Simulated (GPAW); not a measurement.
# One shape, several levels: C3H3O (SMILES C#CC[O])

Wanted: a comparison of 3 runs (UPBE/real-space grid, UPBE-TS/dzp, UPBE/dzp) of C3H3O. 

The calculation is run with GPAW 26.7.0.

2 further runs of the same task are left out: 1 for a known fault of the program, 1 that didn't finish.

**1. Starting point**

C3H3O has 7 atoms, charge 0, and is taken as a doublet. As SMILES, `C#CC[O]`. Geometry: relaxed at PBE0-D4/def2-TZVP.

Bond lengths: C1–C2 1.199 Å, C2–C3 1.462 Å, C3–O4 1.355 Å, C1–H5 1.065 Å, C3–H6 1.107 Å, C3–H7 1.107 Å. Angles: C1–C2–C3 179.6°, C2–C3–O4 116.9°, C2–C1–H5 179.6°, C2–C3–H6 110.2°, C2–C3–H7 110.2°, O4–C3–H6 107.9°, O4–C3–H7 107.9°, H6–C3–H7 102.7°.

**2. Energy and one-electron properties at UPBE/real-space grid (scalar-relativistic datasets) (run 1)**

Input file sp.py:

```python
import numpy as np
from ase import Atoms
from ase.units import Debye
from gpaw import GPAW

# Atomic positions
molecule = Atoms("CCCOHHH",
    positions=[[ -1.216500,   0.839700,  -0.897800],
               [ -0.369700,   0.254000,  -0.282500],
               [  0.669200,  -0.451500,   0.465800],
               [  0.347800,  -1.672600,   0.957200],
               [ -1.973300,   1.353300,  -1.442700],
               [  1.579200,  -0.562800,  -0.154400],
               [  1.024400,   0.172000,   1.308600]])
molecule.center(vacuum=4.5)
molecule.set_initial_magnetic_moments([0.25, 0.25, 0.25, 0.25, 0.0, 0.0, 0.0])

# Ground state
calc = GPAW(mode="fd",
            h=0.18,
            xc="PBE",
            occupations={"name": "fermi-dirac", "width": 0.0, "fixmagmom": True},
            maxiter=150,
            symmetry="off",
            txt="-")
molecule.calc = calc

energy = molecule.get_potential_energy()
print(f"Energy = {energy:.5f} eV")
forces = molecule.get_forces()
print("Forces (eV/Ang)")
for symbol, f in zip(molecule.symbols, forces):
    print(f'{symbol:2} {f[0]:9.4f} {f[1]:9.4f} {f[2]:9.4f}')
dipole = molecule.get_dipole_moment() / Debye
print(f"Dipole: {np.linalg.norm(dipole):.3f} D")
print("Moments:", molecule.get_magnetic_moments().round(3))
```

Launch:

```
$ OMP_NUM_THREADS=1 python sp.py
```

What it wrote:

```text
[...]
Number of symmetries: 1
[...]
  Number of IBZ points: 1
[...]
Spin-components: 2 (collinear spins)
Bands:           18
[...]
  Valence electrons: 21.0
[...]
  Grid points: [68 68 64]
  Charge: 0.0  # |e|
[...]
    cutoffs:
[...]
occupation numbers:
  Fixed magnetic moment: 1.000
[...]
xc functional:
  name: PBE with 2 nearest neighbor stencil
[...]
|iter     |     time |      energy | eigst |  dens |  magmom |
[...]
|iter:   1| 00:00:05 |  -44.079674 | +1.29 |       |  +0.9983|
[...]
|iter:  17| 00:00:55 |  -40.606587c| -7.67c| -5.42c|  +1.0000|
Converged in 17 steps
[...]
Energy contributions relative to reference atoms: (reference = -5161.207134)
Energy contributions:
  Kinetic:          44.211969
  Coulomb:         -47.871216
  Zero:              0.770891
  External:          0.000000
  Xc:              -37.718231
  Entropy:           0.000000
  Spinorbit:         0.000000
  ----------------------------
  Free energy:     -40.606587
  Extrapolated:    -40.606587
dipole moment: (0.146387, 0.418789, -0.155197)  # |e|*Ang
Total magnetic moment: (0.000000, 0.000000, 1.000000)
Local magnetic moments
|        x |        y |         z |
|----------|----------|-----------|
| 0.000000 | 0.000000 |  0.013547 |  # C    0
| 0.000000 | 0.000000 | -0.001518 |  # C    1
| 0.000000 | 0.000000 |  0.001769 |  # C    2
| 0.000000 | 0.000000 |  0.452749 |  # O    3
| 0.000000 | 0.000000 | -0.000433 |  # H    4
| 0.000000 | 0.000000 |  0.040330 |  # H    5
| 0.000000 | 0.000000 |  0.040039 |  # H    6
Fermi levels: -3.225, -5.989
Eigenvalues  # (at kpt = [0.000, 0.000, 0.000])
| band index |      eig [eV] | occ [0-1] |      eig [eV] | occ [0-1] |
|------------|---------------|-----------|---------------|-----------|
|          0 |       -25.924 |     1.000 |       -24.987 |     1.000 |
|        ... |               |           |               |           |
|          3 |       -13.672 |     1.000 |       -13.590 |     1.000 |
|          4 |       -12.510 |     1.000 |       -12.290 |     1.000 |
|          5 |       -12.366 |     1.000 |       -11.874 |     1.000 |
|          6 |       -11.124 |     1.000 |       -10.681 |     1.000 |
|          7 |        -8.172 |     1.000 |        -7.337 |     1.000 |
|          8 |        -7.404 |     1.000 |        -7.243 |     1.000 |
|          9 |        -7.014 |     1.000 |        -6.428 |     1.000 |
|         10 |        -6.868 |     1.000 |        -5.550 |     0.000 |
|         11 |        -0.901 |     0.000 |        -0.821 |     0.000 |
|         12 |        -0.528 |     0.000 |        -0.430 |     0.000 |
[...]
Gap: 4.650 eV
Transition (v -> c):
[...]
Forces (eV/Ang)
C    -0.7147    0.5007   -0.5181
C     0.8562   -0.4125    0.5230
C    -0.5872   -0.3141   -0.0409
O     0.0521   -0.1606    0.0805
H    -0.1751    0.1082   -0.1181
H     0.3404    0.0540   -0.1533
H     0.2057    0.2356    0.2153
Dipole: 2.258 D
Moments: [ 0.014 -0.002  0.002  0.453 -0.     0.04   0.04 ]
```

It took 55 s on 1 thread of Arm Neoverse V1, shared host; peak memory 1 GiB.

**3. Energy and one-electron properties at UPBE-TS/dzp (scalar-relativistic datasets) (run 2)**

Input file run.py:

```python
import numpy as np
from ase import Atoms
from ase.calculators.vdwcorrection import vdWTkatchenko09prl
from ase.units import Bohr, Debye
from gpaw import GPAW
from gpaw.analyse.hirshfeld import HirshfeldPartitioning
from gpaw.analyse.vdwradii import vdWradii
from gpaw.mpi import world

positions_bohr = np.array(
              [[ -2.298852,   1.586803,  -1.696596],
               [ -0.698632,   0.479990,  -0.533848],
               [  1.264605,  -0.853211,   0.880234],
               [  0.657247,  -3.160756,   1.808846],
               [ -3.728997,   2.557366,  -2.726308],
               [  2.984255,  -1.063538,  -0.291774],
               [  1.935835,   0.325033,   2.472896]])
mol = Atoms(['C', 'C', 'C', 'O', 'H', 'H', 'H'], positions=positions_bohr * Bohr)
mol.center(vacuum=4.0)
mol.set_initial_magnetic_moments([1 / len(mol)] * len(mol))

gpaw_calc = GPAW(mode='lcao',
                 basis='dzp',
                 h=0.2,
                 xc='PBE',
                 occupations={'name': 'fermi-dirac', 'width': 0.0, 'fixmagmom': True},
                 maxiter=120,
                 symmetry='off',
                 legacy_gpaw=True,
                 txt='-')
mol.calc = vdWTkatchenko09prl(HirshfeldPartitioning(gpaw_calc), vdWradii(mol.get_chemical_symbols(), 'PBE', world=world))

energy = mol.get_potential_energy()
print(f'Energy                  {energy:.5f} eV')
forces = mol.get_forces()
print('Forces (eV/Ang)')
for symbol, f in zip(mol.symbols, forces):
    print(f'{symbol:2} {f[0]:9.4f} {f[1]:9.4f} {f[2]:9.4f}')
dipole = gpaw_calc.get_dipole_moment(mol) / Debye
print(f'Dipole                  {np.linalg.norm(dipole):.3f} D')
print('Moments:', gpaw_calc.get_magnetic_moments(mol).round(3))
hirshfeld = HirshfeldPartitioning(gpaw_calc)
charges = hirshfeld.get_charges()
volumes = hirshfeld.get_effective_volume_ratios()
for symbol, q, v in zip(mol.symbols, charges, volumes):
    print(f'{symbol:2} charge {q:7.3f}  volume ratio {v:6.3f}')
```

Launch:

```
$ python run.py > run.log
```

What it wrote:

```text
[...]
    cutoffs:
[...]
  Total Charge: 0.000000
[...]
Number of atoms: 7
[...]
Number of bands in calculation: 18
Number of valence electrons: 21
[...]
iter:   1 hh:mm:ss   -39.328773        c          +0.9992
[...]
iter:  11 hh:mm:ss   -38.055805c       c -4.08c   +1.0000
Converged after 11 iterations.
Dipole moment: (0.150481, 0.351362, -0.119508) |e|*Ang
Total magnetic moment: (0.000000, 0.000000, 1.000039)
Local magnetic moments:
   0 C  ( 0.000000,  0.000000,  0.011270)
   1 C  ( 0.000000,  0.000000, -0.001846)
   2 C  ( 0.000000,  0.000000, -0.003033)
   3 O  ( 0.000000,  0.000000,  0.465457)
   4 H  ( 0.000000,  0.000000, -0.000356)
   5 H  ( 0.000000,  0.000000,  0.037804)
   6 H  ( 0.000000,  0.000000,  0.037603)
Energy contributions relative to reference atoms: (reference = -5161.207134)
Kinetic:        +34.900690
Potential:      -36.245787
External:        +0.000000
XC:             -37.475523
Entropy (-ST):   +0.000000
Local:           +0.764815
SIC:             +0.000000
--------------------------
Free energy:    -38.055805
Extrapolated:   -38.055805
Spin contamination: 0.034389 electrons
                   Up                     Down
 Band  Eigenvalues  Occupancy  Eigenvalues  Occupancy
    0    -25.73448    1.00000    -24.77600    1.00000
    1    -19.22674    1.00000    -19.10979    1.00000
    2    -17.18679    1.00000    -16.92971    1.00000
    3    -13.48434    1.00000    -13.40645    1.00000
    4    -12.28160    1.00000    -12.04624    1.00000
    5    -12.11856    1.00000    -11.68348    1.00000
    6    -10.80063    1.00000    -10.32775    1.00000
    7     -7.83660    1.00000     -7.02840    1.00000
    8     -7.09058    1.00000     -6.94635    1.00000
    9     -6.71746    1.00000     -5.98671    1.00000
   10     -6.47181    1.00000     -5.16246    0.00000
   11     -0.20452    0.00000     -0.12607    0.00000
   12      0.09081    0.00000      0.19111    0.00000
   13      1.90516    0.00000      2.05054    0.00000
[...]
Fermi levels: -2.68349, -5.57459
[...]
Forces (eV/Ang)
C    -1.3246    0.9268   -0.9542
C     1.6847   -0.9649    1.1207
C    -0.6683   -0.2183   -0.1362
O    -0.1948   -0.7667    0.3246
H    -0.7112    0.4784   -0.5190
H     0.7655    0.0148   -0.4340
H     0.3661    0.5395    0.5911
Dipole                  1.924 D
Moments: [ 0.011 -0.002 -0.003  0.465 -0.     0.038  0.038]
C  charge  -0.090  volume ratio  0.922
C  charge  -0.046  volume ratio  0.934
C  charge   0.034  volume ratio  0.870
O  charge  -0.132  volume ratio  1.010
H  charge   0.088  volume ratio  0.668
H  charge   0.073  volume ratio  0.676
H  charge   0.073  volume ratio  0.677
```

It took 19 s on 1 thread of Arm Neoverse V1, shared host; peak memory 0.55 GiB.

Atomic charges (e):

```
atom  Hirshfeld
  C1     -0.090
  C2     -0.046
  C3     +0.034
  O4     -0.132
  H5     +0.088
  H6     +0.073
  H7     +0.073
```

**4. Energy and one-electron properties at UPBE/dzp (scalar-relativistic datasets) (run 3)**

Input file molecule_sp.py:

```python
import numpy as np
from ase import Atoms
from ase.units import Debye
from gpaw import GPAW

mol = Atoms(['C', 'C', 'C', 'O', 'H', 'H', 'H'],
    positions=[[ -1.216500,   0.839700,  -0.897800],
               [ -0.369700,   0.254000,  -0.282500],
               [  0.669200,  -0.451500,   0.465800],
               [  0.347800,  -1.672600,   0.957200],
               [ -1.973300,   1.353300,  -1.442700],
               [  1.579200,  -0.562800,  -0.154400],
               [  1.024400,   0.172000,   1.308600]])
mol.center(vacuum=4.5)
mol.set_initial_magnetic_moments([0.25, 0.25, 0.25, 0.25, 0.0, 0.0, 0.0])

dft = GPAW(mode='lcao',
           basis='dzp',
           h=0.18,
           xc='PBE',
           occupations={'name': 'fermi-dirac', 'width': 0.0, 'fixmagmom': True},
           maxiter=150,
           symmetry='off',
           txt='-')
mol.calc = dft

energy = mol.get_potential_energy()
print(f'Energy                  {energy:.5f} eV')
forces = mol.get_forces()
print('Forces (eV/Ang)')
for symbol, f in zip(mol.symbols, forces):
    print(f'{symbol:2} {f[0]:9.4f} {f[1]:9.4f} {f[2]:9.4f}')
dipole = mol.get_dipole_moment() / Debye
print(f'Dipole                  {np.linalg.norm(dipole):.3f} D')
print('Moments:', mol.get_magnetic_moments().round(3))
```

Launch:

```
$ python molecule_sp.py > molecule_sp.log
```

What it wrote:

```text
[...]
Number of symmetries: 1
[...]
  Number of IBZ points: 1
[...]
basis functions: 67
Spin-components: 2 (collinear spins)
Bands:           18
[...]
  Valence electrons: 21.0
[...]
  Grid points: [68 68 64]
  Charge: 0.0  # |e|
[...]
    cutoffs:
[...]
occupation numbers:
  Fixed magnetic moment: 1.000
[...]
xc functional:
  name: PBE with 2 nearest neighbor stencil
[...]
|iter     |     time |      energy | eigst |  dens |  magmom |
[...]
|iter:   1| 00:00:06 |  -39.599691 |      c|       |  +0.9982|
[...]
|iter:  11| 00:00:19 |  -38.312137c|      c| -4.01c|  +1.0000|
Converged in 11 steps
[...]
Energy contributions relative to reference atoms: (reference = -5161.207134)
Energy contributions:
  Kinetic:          35.015889
  Coulomb:         -36.258154
  Zero:              0.445235
  External:          0.000000
  Xc:              -37.515107
  Entropy:           0.000000
  Spinorbit:         0.000000
  ----------------------------
  Free energy:     -38.312137
  Extrapolated:    -38.312137
dipole moment: (0.150436, 0.349668, -0.118721)  # |e|*Ang
Total magnetic moment: (0.000000, 0.000000, 1.000011)
Local magnetic moments
|        x |        y |         z |
|----------|----------|-----------|
| 0.000000 | 0.000000 |  0.011277 |  # C    0
| 0.000000 | 0.000000 | -0.001927 |  # C    1
| 0.000000 | 0.000000 | -0.002975 |  # C    2
| 0.000000 | 0.000000 |  0.465957 |  # O    3
| 0.000000 | 0.000000 | -0.000364 |  # H    4
| 0.000000 | 0.000000 |  0.037698 |  # H    5
| 0.000000 | 0.000000 |  0.037525 |  # H    6
Fermi levels: -2.683, -5.573
Eigenvalues  # (at kpt = [0.000, 0.000, 0.000])
| band index |      eig [eV] | occ [0-1] |      eig [eV] | occ [0-1] |
|------------|---------------|-----------|---------------|-----------|
|          0 |       -25.726 |     1.000 |       -24.767 |     1.000 |
|        ... |               |           |               |           |
|          3 |       -13.485 |     1.000 |       -13.407 |     1.000 |
|          4 |       -12.284 |     1.000 |       -12.047 |     1.000 |
|          5 |       -12.119 |     1.000 |       -11.684 |     1.000 |
|          6 |       -10.798 |     1.000 |       -10.325 |     1.000 |
|          7 |        -7.843 |     1.000 |        -7.030 |     1.000 |
|          8 |        -7.092 |     1.000 |        -6.948 |     1.000 |
|          9 |        -6.720 |     1.000 |        -5.986 |     1.000 |
|         10 |        -6.470 |     1.000 |        -5.160 |     0.000 |
|         11 |        -0.207 |     0.000 |        -0.129 |     0.000 |
|         12 |         0.087 |     0.000 |         0.188 |     0.000 |
[...]
Gap: 4.952 eV
Transition (v -> c):
[...]
Forces (eV/Ang)
C    -1.2964    0.9136   -0.9462
C     1.6841   -0.9670    1.1121
C    -0.6647   -0.2148   -0.1253
O    -0.0848   -0.7351    0.3283
H    -0.7314    0.4832   -0.5157
H     0.7540    0.0146   -0.4430
H     0.3671    0.5272    0.5889
Dipole                  1.915 D
Moments: [ 0.011 -0.002 -0.003  0.466 -0.     0.038  0.038]
```

Run time: 20 s. Hardware: 1 thread of Arm Neoverse V1, shared host; peak memory 1 GiB.

**5. Overview of the runs**

```
run                                                level  mode  grid spacing  energy (Eh)  dipole moment (D)  HOMO energy (eV)  LUMO energy (eV)  wall time
  1  UPBE/real-space grid (scalar-relativistic datasets)    fd          0.18  -191.163128               2.26             -6.43             -5.55       55 s
  2           UPBE-TS/dzp (scalar-relativistic datasets)  lcao           0.2  -191.070058               1.92             -5.99             -5.16       19 s
  3              UPBE/dzp (scalar-relativistic datasets)  lcao          0.18  -191.078809               1.92             -5.99             -5.16       20 s
```

**6. What came out**

| quantity | value |
| --- | --- |
| run 3: energy as printed (from the program's reference atoms) | -38.3121 eV |
| run 3: dipole moment | 1.92 D |
| run 3: HOMO energy (highest over α and β) | -5.99 eV |
| run 3: LUMO energy (lowest over α and β) | -5.16 eV |
| run 3: largest force on an atom | 2.238 eV/Å |

In words: The dipole moment (its size) runs from 1.92 D (UPBE/dzp) to 2.26 D (UPBE/real-space grid). All runs together took 94 s, the longest 55 s.
